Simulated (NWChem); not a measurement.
pyrrole (C4H5N); SMILES c1cc[nH]c1

Task: Give the equilibrium geometry at PBE0/def2-SVP (NWChem) as a Z-matrix, with the point group.

Result: point group C2v; any orientation.
```
N
H 1 1.0098
C 1 1.3659 2 124.97
C 1 1.3659 2 124.97 3 180.00
C 4 1.3790 1 107.75 2 180.00
C 3 1.3790 1 107.75 2 180.00
H 4 1.0878 1 121.36 2 0.00
H 3 1.0878 1 121.36 2 0.00
H 6 1.0884 3 125.81 8 0.00
H 5 1.0884 4 125.81 7 0.00
```
